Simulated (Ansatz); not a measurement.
System: solid bromine. Method: rVV10 (PAW; Ansatz, a quantum-chemistry and plane-wave program).

Run with plane-wave cutoff 500 eV, 8×8×4 k mesh (along the axes of the cell as run), gaussian smearing 0.02 eV, scalar-relativistic PAW data made under PBE.

Cell (relaxed at this level):

```
Br
1.0
    2.08382    -3.41797     0.00000
    2.08382     3.41797     0.00000
    0.00000     0.00000     8.64982
Br
4
Direct
  0.84395   0.84395   0.88038
  0.65605   0.65605   0.38038
  0.34395   0.34395   0.61962
  0.15605   0.15605   0.11962
```

Question: Predict the band gap.

Answer: 
- band gap: 1.14 eV (on the SCF k mesh)

Spin–orbit coupling is not included.

Cost on a shared machine: about 2.0 core-minutes (a rough figure).
